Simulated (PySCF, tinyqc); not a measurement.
CIS on RHF in the sto-3g basis, frozen core, for BH, spin multiplicity 1, step by step. The lowest restricted solution is unstable here: a spin-polarised one lies 0.0093 hartree lower (PySCF). One step of it, computed by the program tinyqc.

Question. CIS matrix, singlets. A(ia,jb) = (e_a - e_i) d_ij d_ab + 2 (ia|jb) - (ij|ab).

orbital energies (hartree): MO1 -7.345017, MO2 -0.549001, MO3 -0.248045, MO4 0.268307, MO5 0.268307, MO6 0.627838

Two-electron integrals over orbitals (pq|rs), unique and non-zero (hartree); the lowest 1 orbital is frozen and left out:
```
(22|22) 0.556129    (32|22) -0.068222   (32|32) 0.079073    (33|22) 0.421906
(33|32) 0.050466    (33|33) 0.546452    (42|42) 0.063072    (43|42) 0.044302
(43|43) 0.059774    (44|22) 0.456800    (44|32) 0.053632    (44|33) 0.495879
(44|44) 0.586773    (52|52) 0.063072    (53|52) 0.044302    (53|53) 0.059774
(54|54) 0.031630    (55|22) 0.456800    (55|32) 0.053632    (55|33) 0.495879
(55|44) 0.523513    (55|55) 0.586773    (62|22) -0.010901   (62|32) -0.052013
(62|33) -0.023298   (62|44) -0.093654   (62|55) -0.093654   (62|62) 0.118790
(63|22) -0.046759   (63|32) 0.067878    (63|33) 0.071559    (63|44) 0.049744
(63|55) 0.049744    (63|62) -0.057049   (63|63) 0.084750    (64|42) -0.035134
(64|43) -0.010552   (64|64) 0.031190    (65|52) -0.035134   (65|53) -0.010552
(65|65) 0.031190    (66|22) 0.557828    (66|32) -0.064041   (66|33) 0.456424
(66|44) 0.467232    (66|55) 0.467232    (66|62) 0.005586    (66|63) -0.041474
(66|66) 0.596891
```

Give: CIS matrix A, singlet.

Answer.

CIS matrix A, singlet (hartree), lower triangle:
```
        2>4     2>5      2>6     3>4     3>5     3>6
2>4  0.4867
2>5  0.0000  0.4867
2>6  0.0000  0.0000   0.8566
3>4  0.0350  0.0000   0.0000  0.1400
3>5  0.0000  0.0350   0.0000  0.0000  0.1400
3>6  0.0000  0.0000  -0.0501  0.0000  0.0000  0.5890
```
